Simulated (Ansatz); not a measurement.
Gas-phase electronic energies from Ansatz, PBE0-D4/def2-TZVP geometries. CBS: MP2 limit from def2 TZ/QZ plus the TZ coupled-cluster correction, frozen cores. DFT in def2-TZVPP. One conformer a species, not always the lowest.

Consider the isomerisation: `N/C=C\S` → `N=CCS`.

```
  species  PBE-QIDH energy (Eh)
`N/C=C\S`            -531.80529
  `N=CCS`            -531.79830
```

(1) Work out ΔE.

(2) What do rigid-rotor, harmonic-oscillator terms from PBE0-D4/def2-TZVP frequencies (298.15 K, 1 bar) make of the CCSD(T)/CBS value? (Estimate.)

Largest T1 diagnostic among the species: 0.012.

Answers

(1) ΔE = (-531.79830) − (-531.80529) = 0.00699 Eh = +18.4 kJ/mol. CCSD(T)/CBS gives +10.9 kJ/mol.

(2) Ansatz gave: ΔZPE = -1.4 kJ/mol, ΔH = +9.7 kJ/mol, ΔS = 5 J/(mol·K), ΔG = +8.2 kJ/mol.

Leaving LDA and LC-ωPBE aside and taking each functional with its dispersion term where it has one, the values, not all of them listed here, spread over 11.0 kJ/mol, from ωB97X-V to PBE-D4. LDA lies +17.9 kJ/mol from PBE without D4. At CCSD(T), def2-SVP lies −11.2 kJ/mol from the extrapolated value and def2-TZVPP −5.1 kJ/mol.
